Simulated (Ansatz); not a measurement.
Molecule (SMILES): C#N (CH-N).
Atoms: C1, N2, H3. Bonds: C1-N2, C1-H3.

Basis-set convergence of the optimised C1-N2 bond length at B3LYP with Ansatz (an electronic-structure program). Cartesian d functions, on some or all atoms, in 6-31G*, 6-31G**; all else is spherical. The program fits the integrals of some runs and decomposes those of others, by size. No added dispersion term, no relativity. Reference: the value in aug-pcseg-3, 1.1449 Å, itself unsure by roughly 0.0001 Å (its mean distance from aug-cc-pVQZ, def2-QZVPPD, pcseg-3). Deviations are taken from unrounded values.

| basis | functions |
|---|---|
| STO-3G | 11 |
| 3-21G | 20 |
| 6-31G | 20 |
| pcseg-0 | 20 |
| 6-31G* | 32 |
| pcseg-1 | 33 |
| 6-31G** | 35 |
| 6-311G** | 42 |
| aug-pcseg-1 | 55 |
| pcseg-2 | 74 |
| aug-pcseg-2 | 115 |
| pcseg-3 | 153 |
| aug-pcseg-3 | 219 |

Q: Which is the smallest set listed that can be trusted to 0.003 Å here, that is, within that of the reference together with its larger relatives (same family, alike in diffuse functions; a set with none to test it counts only in the reference's own line)?

A: The smallest set listed that lies within 0.003 Å of the reference with all its larger relatives (same family, alike in diffuse functions; a set with none counts only in the reference's own line) is pcseg-2 (74 functions, 0.0008 Å off). Value minus reference: STO-3G 0.0479, 3-21G 0.0160, 6-31G 0.0236, pcseg-0 0.0165, 6-31G* 0.0121, pcseg-1 0.0096, 6-31G** 0.0122, 6-311G** 0.0037, aug-pcseg-1 0.0091, pcseg-2 0.0008, aug-pcseg-2 0.0008, pcseg-3 0.0000, aug-pcseg-3 0.0000 Å.
